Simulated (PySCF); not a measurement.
Converging Na₂ in the basis (MP2)

PySCF, RHF reference; singlet, unpaired electrons none; De to Na + Na without counterpoise correction. Frozen cores follow the default of each basis and core potential.

| basis | relativity | functions | Re (Å) | ωe (cm⁻¹) | De (eV) | frozen orbitals |
| --- | --- | --- | --- | --- | --- | --- |
| x2c-SVPall | spin-free X2C | 30 | 3.219 | 153 | 0.45 | 2 |
| 6-31G(d,p) | no relativity | 36 | 3.156 | 164 | 0.45 | 2 |
| jorge-DZP-DKH | spin-free X2C | 48 | 3.137 | 157 | 0.50 | 2 |
| def2-TZVPP | no relativity | 64 | 3.090 | 166 | 0.52 | 2 |

(1) How does each smaller set differ from the one with most functions, def2-TZVPP?

Correlated steps freeze 2 core orbitals. Correlated levels converge slowly with the basis: in double zeta they bind strong bonds too weakly, by up to about 1 eV, and carry superposition errors of some tenths. Where the molecule has an RHF reference, its open-shell atoms are computed with UHF.

## Answers

(1) x2c-SVPall: +12.9 pm, -7.8 % in ωe, -0.07 eV in De; 6-31G(d,p): +6.6 pm, -1.2 % in ωe, -0.07 eV in De; jorge-DZP-DKH: +4.7 pm, -5.4 % in ωe, -0.02 eV in De. All at MP2; the set with most functions is neither the basis-set limit nor always the best. The rows treat relativity differently, so the differences are not basis effects alone.
